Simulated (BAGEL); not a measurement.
# BHCl2 (SMILES [H]B(Cl)Cl) at RI-MP2/def2-TZVP (density fitting with qzvpp-jkfit)

What is the energy change on altering one bond length of BHCl2 at RI-MP2/def2-TZVP (density fitting with qzvpp-jkfit)? 

The calculation is run with BAGEL 1.2.2.

1 further run of the same task is left out (set aside as unsound or not needed).

## (1) The molecule

BHCl2: 4 atoms, total charge 0, spin state singlet. As SMILES, `[H]B(Cl)Cl`. The coordinates come from a GFN2-xTB relaxation.

Bond lengths: B1–Cl2 1.701 Å, B1–Cl3 1.702 Å, B1–H4 1.173 Å. Angles: Cl2–B1–Cl3 120.2°, Cl2–B1–H4 119.9°, Cl3–B1–H4 119.9°.

## (2) The energy at RI-MP2/def2-TZVP (density fitting with qzvpp-jkfit)

job.json

```json
{ "bagel": [

{
  "title": "molecule",
  "basis": "def2-tzvp.json",
  "df_basis": "qzvpp-jkfit",
  "angstrom": "true",
  "geometry": [
    { "atom": "B", "xyz": [      -0.067270,      -0.112350,       0.001160 ] },
    { "atom": "Cl", "xyz": [       1.633390,      -0.145760,       0.012580 ] },
    { "atom": "Cl", "xyz": [      -0.893540,       1.375320,      -0.017490 ] },
    { "atom": "H", "xyz": [      -0.672580,      -1.117210,       0.003750 ] }
  ]
},

{ "title": "hf" },

{ "title": "mp2", "ncore": 11 }

]}
```

The basis set def2-TZVP is read from a file made from the Basis Set Exchange's data (not shown).

On the command line:

```
$ BAGEL_NUM_THREADS=1 BAGEL job.json > job.out
```

The program printed:

```text
* using 1 threads per process

  ===============================================================
  ===============================================================

  *** Geometry ***

  { "atom" : "B", "xyz" : [     -0.127122,     -0.212311,      0.002192 ] },
  { "atom" : "Cl", "xyz" : [      3.086660,     -0.275446,      0.023773 ] },
  { "atom" : "Cl", "xyz" : [     -1.688546,      2.598978,     -0.033051 ] },
  { "atom" : "H", "xyz" : [     -1.270992,     -2.111221,      0.007086 ] },

  Number of auxiliary basis functions:      349

  Since a DF basis is specified, we compute 2- and 3-index integrals:
    o Being stored without compression. Storage requirement is 0.034 GB

  Number of basis functions:      111
  Number of electrons      :       40

    * METHOD: MOLECULE                             0.22

  *** RHF ***

  === Nuclear Repulsion ===
   114.1678531993

      * DIIS with orbital gradients will be used.

  === RHF iteration (def2-tzvp.json) ===
      0       -944.31116719          0.00989834           0.07
      1       -944.36152908          0.00490198           0.07
      2       -944.37198088          0.00114232           0.07
      3       -944.37289131          0.00024745           0.07
      4       -944.37293990          0.00007664           0.07
      5       -944.37294709          0.00001730           0.07
      6       -944.37294741          0.00000421           0.07
      7       -944.37294743          0.00000145           0.07
      8       -944.37294743          0.00000039           0.09
      9       -944.37294743          0.00000013           0.08
     10       -944.37294743          0.00000005           0.07
     11       -944.37294743          0.00000001           0.07
     12       -944.37294743          0.00000000           0.07
    * SCF iteration converged.

    * Permanent dipole moment:
           (    0.124867,     0.210901,    -0.001503) a.u.

    * METHOD: HF                                   1.09

  *** RHF ***

  === Nuclear Repulsion ===
   114.1678531993

      * DIIS with orbital gradients will be used.

  === RHF iteration (def2-tzvp.json) ===
      0       -944.37294743          0.00000000           0.06
    * SCF iteration converged.

    * Permanent dipole moment:
           (    0.124867,     0.210901,    -0.001503) a.u.

  === DF-MP2 calculation ===

    * freezing 11 orbitals
    * 3-index integral transformation done
    * assembly done

      MP2 correlation energy:   -0.4681803648      0.04

      MP2 total energy:       -944.8411277943

    * METHOD: MP2                                  0.19

  ===============================================================
```

Run time: 1.8 s. Hardware: 1 thread of Intel Xeon Platinum 8259CL at 2.50GHz (Skylake/Cascade Lake), shared host; peak memory 0.11 GiB.

## (3) The distorted shape

job.json

```json
{ "bagel": [

{
  "title": "molecule",
  "basis": "def2-tzvp.json",
  "df_basis": "qzvpp-jkfit",
  "angstrom": "true",
  "geometry": [
    { "atom": "B", "xyz": [       0.023548,       0.038414,       0.000771 ] },
    { "atom": "Cl", "xyz": [       1.724208,       0.005004,       0.012191 ] },
    { "atom": "Cl", "xyz": [      -0.802722,       1.526084,      -0.017879 ] },
    { "atom": "H", "xyz": [      -0.672580,      -1.117210,       0.003750 ] }
  ]
},

{
  "title": "hf"
},

{
  "title": "mp2",
  "ncore": 11
}

]}
```

The basis set def2-TZVP is read from a file made from the Basis Set Exchange's data (not shown).

On the command line:

```
$ BAGEL_NUM_THREADS=1 BAGEL job.json > job.out
```

The program printed:

```text
* using 1 threads per process

  ===============================================================
  ===============================================================

  *** Geometry ***

  { "atom" : "B", "xyz" : [      0.044499,      0.072592,      0.001457 ] },
  { "atom" : "Cl", "xyz" : [      3.258281,      0.009456,      0.023038 ] },
  { "atom" : "Cl", "xyz" : [     -1.516925,      2.883881,     -0.033786 ] },
  { "atom" : "H", "xyz" : [     -1.270992,     -2.111221,      0.007086 ] },

  Number of auxiliary basis functions:      349

  Since a DF basis is specified, we compute 2- and 3-index integrals:
    o Being stored without compression. Storage requirement is 0.034 GB

  Number of basis functions:      111
  Number of electrons      :       40

    * METHOD: MOLECULE                             0.22

  *** RHF ***

  === Nuclear Repulsion ===
   113.4817790024

      * DIIS with orbital gradients will be used.

  === RHF iteration (def2-tzvp.json) ===
      0       -944.29642895          0.01008866           0.07
      1       -944.34912299          0.00521877           0.07
      2       -944.36107325          0.00113545           0.07
      3       -944.36203871          0.00025593           0.07
      4       -944.36209204          0.00007617           0.07
      5       -944.36209918          0.00001761           0.07
      6       -944.36209951          0.00000424           0.07
      7       -944.36209953          0.00000144           0.07
      8       -944.36209953          0.00000039           0.07
      9       -944.36209953          0.00000014           0.08
     10       -944.36209953          0.00000005           0.07
     11       -944.36209953          0.00000001           0.07
     12       -944.36209953          0.00000000           0.07
    * SCF iteration converged.

    * Permanent dipole moment:
           (    0.073548,     0.125640,    -0.001162) a.u.

    * METHOD: HF                                   1.06

  *** RHF ***

  === Nuclear Repulsion ===
   113.4817790024

      * DIIS with orbital gradients will be used.

  === RHF iteration (def2-tzvp.json) ===
      0       -944.36209953          0.00000000           0.06
    * SCF iteration converged.

    * Permanent dipole moment:
           (    0.073548,     0.125640,    -0.001162) a.u.

  === DF-MP2 calculation ===

    * freezing 11 orbitals
    * 3-index integral transformation done
    * assembly done

      MP2 correlation energy:   -0.4693250994      0.04

      MP2 total energy:       -944.8314246290

    * METHOD: MP2                                  0.18

  ===============================================================
```

Run time: 1.7 s. Hardware: 1 thread of Intel Xeon Platinum 8259CL at 2.50GHz (Skylake/Cascade Lake), shared host; peak memory 0.11 GiB.

## (4) Outcome

At RI-MP2/def2-TZVP (density fitting with qzvpp-jkfit), 11 core orbitals frozen:

| quantity | value |
| --- | --- |
| first shape: total energy | -944.84113 Eh |
| first shape: correlation energy (11 core orbitals frozen) | -468.2 mEh |
| distorted shape: total energy | -944.83142 Eh |
| distorted shape: correlation energy (11 core orbitals frozen) | -469.3 mEh |
| energy change with the B1–H4 bond stretched from 1.173 to 1.349 Å | 0.264 eV |

In words: With the B1–H4 bond stretched from 1.173 to 1.349 Å the energy rises by 0.26 eV (6.1 kcal/mol). The first shape isn't relaxed at this level, so the change isn't measured from a minimum.
